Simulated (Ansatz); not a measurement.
# H₂S + CH₃O radical: a complex and its separated parts

Aim: how far the complex at one end of a reaction step lies below its separated, relaxed parts, level by level.

Computed with Ansatz 0.2.0, Gaussian basis. Level: PBE0-D4/def2-TZVP structures, single points in def2-TZVPP, no counterpoise correction.

Levels: SPW92, PBE-D4, BLYP-D4, r2SCAN-D4, B97M-V, PBE0-D4, B3LYP-D4, r2SCAN0-D4, BHLYP-D4, CAM-B3LYP-D4, wB97X-V, wB97M-V, B2PLYP, PBE-QIDH, RPA on PBE, Hartree-Fock, MP2, CCSD, CCSD(T).

Correlated methods freeze the cores. Orbitals are unrestricted. B3LYP uses VWN-RPA correlation. B2PLYP carries no dispersion term here.

20 further runs of the same task are left out: 20 set aside as unsound or not needed.

**1. The starting structure**

The complex: 8 atoms, charge 0, spin multiplicity 2.

Atoms are counted from 1 here; the program's logs count them from 0.

Bond lengths: H1–S4 1.343 Å, C2–O3 1.352 Å, C2–H5 1.081 Å, C2–H6 1.085 Å, O3–H7 0.970 Å, S4–H8 1.342 Å. Angles: O3–C2–H5 114.4°, O3–C2–H6 119.0°, H5–C2–H6 120.6°, C2–O3–H7 108.8°, H1–S4–H8 92.4°.

Coordinates:

```
atom     x (Å)     y (Å)     z (Å)
  H1  -0.00955  -0.81470   1.96007
  C2  -1.01483   0.31325  -1.25594
  O3   0.32591   0.14788  -1.30056
  S4   1.06571  -0.01018   1.94401
  H5  -1.49852   0.29670  -2.22231
  H6  -1.44896   0.86661  -0.42937
  H7   0.68163   0.23653  -0.40261
  H8   1.89851  -1.03599   1.70661
```

Its parts: H₂S holds atoms 1, 4, 8; CH₃O radical holds atoms 2, 3, 5, 6, 7. Each part counts its atoms afresh in its own runs.

**2. Relaxing H₂S alone**

relax-a/in.yaml

```yaml
crystal:
  periodic: [false, false, false]
  atoms:
    - {symbol: H, position_ang: [-0.009549, -0.814701, 1.960069]}
    - {symbol: S, position_ang: [1.065707, -0.010177, 1.944013]}
    - {symbol: H, position_ang: [1.898505, -1.035995, 1.706609]}
basis:
  gaussian: {orbitals: def2-TZVP}
hamiltonian: {xc: pbe0, dispersion: d4}
relax: {f_tol: 0.005, max_steps: 200}
```

No record of the launch command was kept for these runs.

Further steps of the session: Relaxing CH₃O radical alone; wB97M-V/def2-TZVPP; CCSD(T)/def2-TZVPP; Vibrations of H₂S; Vibrations of CH₃O radical.

Before running it: what results should come out? Wanted: complex less parts, CCSD(T)/def2-TZVPP; with zero-point energy; largest T1 diagnostic.

As calculated:

```
                              quantity      value
complex less parts, CCSD(T)/def2-TZVPP  -0.171 eV
                with zero-point energy  -0.112 eV
                 largest T1 diagnostic      0.016
```

What this shows: At CCSD(T) the complex lies 0.171 eV below its parts. Among the functionals PBE-QIDH lands nearest to CCSD(T) (-0.001 eV) and SPW92 farthest (-0.165 eV). Mean unsigned error by rung: LDA 0.165, GGA 0.062, meta-GGA 0.024, hybrid 0.028, range-separated hybrid 0.022, double hybrid 0.006 eV. PBE-D4 gives a relative energy 0.073 eV too low, outside chemical accuracy (1 kcal/mol, 0.043 eV). No counterpoise was applied, and triple zeta lacks some correlation, so the CCSD(T) reference has a basis error of its own, and close matches with it are partly luck.
